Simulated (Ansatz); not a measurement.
**Cd2I: from a trial structure to a relaxed crystal**

Method: DFT PBE, scalar-relativistic, plane waves, PAW (Ansatz 0.2.0). Cutoff 420 eV, Γ-centred k mesh, Gaussian smearing, no spin polarisation in the final step.

This is the end of a relaxation of cell and atoms.

```yaml
crystal:
  lattice:
    - [0.00000, 4.45677, 4.45677]
    - [4.45677, 0.00000, 4.45677]
    - [4.45677, 4.45677, 0.00000]
  atoms:
    - { symbol: Cd, position: [0.12500, 0.12500, 0.12500] }
    - { symbol: Cd, position: [0.62500, 0.12500, 0.12500] }
    - { symbol: Cd, position: [0.12500, 0.12500, 0.62500] }
    - { symbol: Cd, position: [0.12500, 0.62500, 0.12500] }
    - { symbol: I, position: [0.50000, 0.50000, 0.50000] }
    - { symbol: I, position: [0.75000, 0.75000, 0.75000] }
```

Formation energies are uncorrected and refer to the elements' standard structures at the same level.

**Question.** What space group does it have?

**Answer.** Fd-3m (No. 227). Conventional cell: a = 8.914 Å. Around Cd lie 6 Cd at 3.15 Å and 6 I at 3.70 Å; I has 12 Cd at 3.70 Å and 4 I at 3.86 Å.

**Question.** How far does it lie from the elements in energy?

**Answer.** 0.03 eV/atom.

**Question.** Is it a metal?

**Answer.** Yes, bands cross the Fermi level on the 8×8×8 mesh.

The final run used a 8×8×8 mesh on its 6-atom cell and 0.10 eV smearing. For metals, differences of a few meV/atom aren't resolved. Spin–orbit coupling is left out. The cell came from a trial start, so Cd2I may not exist in this structure.

Cost: 2 runs of about 1.2 core-minutes in all, on Arm Neoverse V2 (shared hosts).